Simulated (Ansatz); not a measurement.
# Si2N (doublet): geometry optimisation

Where does this start of Si2N (doublet) end when it is relaxed?

Computed with Ansatz 0.2.0, Gaussian basis. Level: UKS PBE0/def2-TZVP.

**1. The system as given**

3 atoms, charge 0, spin multiplicity 2.

Atoms are counted from 1 here; the program's logs count them from 0.

Bond lengths: N1–Si2 1.574 Å, Si2–Si3 2.232 Å. Angles: N1–Si2–Si3 180.0°.

The start was built by rule and, where that kept it together, relaxed with GFN2-xTB. Sticks and bond lists go by distance. 

**2. The run**

in.yaml reads:

```yaml
crystal:
  periodic: [false, false, false]
  atoms:
    - {symbol: N, position_ang: [0.000000, 0.000000, -1.793218]}
    - {symbol: Si, position_ang: [0.000000, 0.000000, -0.219580]}
    - {symbol: Si, position_ang: [0.000000, 0.000000, 2.012798]}
basis:
  gaussian: {orbitals: def2-TZVP}
magnetization: {spin_polarized: true, initial_magnetization: 1}
hamiltonian: {xc: pbe0}
relax: {f_tol: 0.004, max_steps: 80}
```

Started as:

```bash
$ ansatz run in.yaml --threads 1 --pin off --events-out ev --progress --plain --max-ram 2176MiB
```

Before running it: what results should come out? Wanted: energy gained; shift from the start; total energy; dipole moment; ⟨S²⟩.

As calculated:

```
                  quantity           value
                     steps               5
             energy gained        0.035 eV
shift from the start (rms)         0.031 Å
              total energy  -17232.5308 eV
             dipole moment          4.20 D
                      ⟨S²⟩           1.264
```

**Reading.** The bonds of the start are those of the end. Si2–Si3 went from 2.232 to 2.274 Å. The determinant is spin-contaminated (excess 0.51). No vibrations were run, so this is a stationary point, not a proven minimum, and this spin need not be the ground state's.
